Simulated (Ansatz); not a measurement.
Geometry optimisation, RKS PBE0-D4/def2-SVP in Ansatz 0.2.0.

The input (input.yaml):

```yaml
crystal:
  periodic: [false, false, false]
  atoms:
    - { symbol: "N", position_ang: [-0.4142, 0.7031, 0.9674] }
    - { symbol: C, position_ang: [-0.1684, -0.3751, 0.21] }
    - { symbol: C, position_ang: [0.2241, -0.4407, -1.0708] }
    - { symbol: F, position_ang: [0.5722, -1.6341, -1.622] }
    - { symbol: F, position_ang: [0.4576, 0.6809, -1.7853] }
    - { symbol: H, position_ang: [-0.2269, 0.6767, 1.9407] }
    - { symbol: H, position_ang: [-0.0795, 1.6127, 0.5475] }
    - { symbol: H, position_ang: [-0.2727, -1.2805, 0.7567] }
basis:
  gaussian: { orbitals: def2-SVP }
hamiltonian:
  xc: pbe0
  dispersion: d4
relax:
  f_tol: 0.015
  max_steps: 40
```

Launched with:

```bash
$ ansatz run input.yaml --threads 1 --pin off --max-ram 2048MiB --backend cpu --events-out ev --progress --plain --runs-dir out
```

Question: Where does it end, and by what steps?

Answer: It converged. After 6 steps the energy has fallen by 0.345 eV; F4 moved furthest, 0.15 Å.

```json
{"step": "0", "energy less start (eV)": "0.0000", "largest force component (eV/Å)": "3.926", "accepted": "yes"}
{"step": "1", "energy less start (eV)": "-0.2548", "largest force component (eV/Å)": "1.509", "accepted": "yes"}
{"step": "2", "energy less start (eV)": "-0.3212", "largest force component (eV/Å)": "0.763", "accepted": "yes"}
{"step": "3", "energy less start (eV)": "-0.3383", "largest force component (eV/Å)": "0.432", "accepted": "yes"}
{"step": "4", "energy less start (eV)": "-0.3449", "largest force component (eV/Å)": "0.100", "accepted": "yes"}
{"step": "5", "energy less start (eV)": "-0.3453", "largest force component (eV/Å)": "0.037", "accepted": "yes"}
{"step": "6", "energy less start (eV)": "-0.3454", "largest force component (eV/Å)": "0.008", "accepted": "yes"}
```

```xyz
8
Properties=species:S:1:pos:R:3
N -0.470 0.741 0.963
C -0.132 -0.414 0.259
C 0.292 -0.445 -1.002
F 0.492 -1.542 -1.703
F 0.526 0.637 -1.727
H -0.118 0.745 1.915
H -0.196 1.594 0.488
H -0.302 -1.373 0.752
```

The run took 42 s on 1 thread of Arm Neoverse N1 (shared host), peak memory 0.16 GiB.
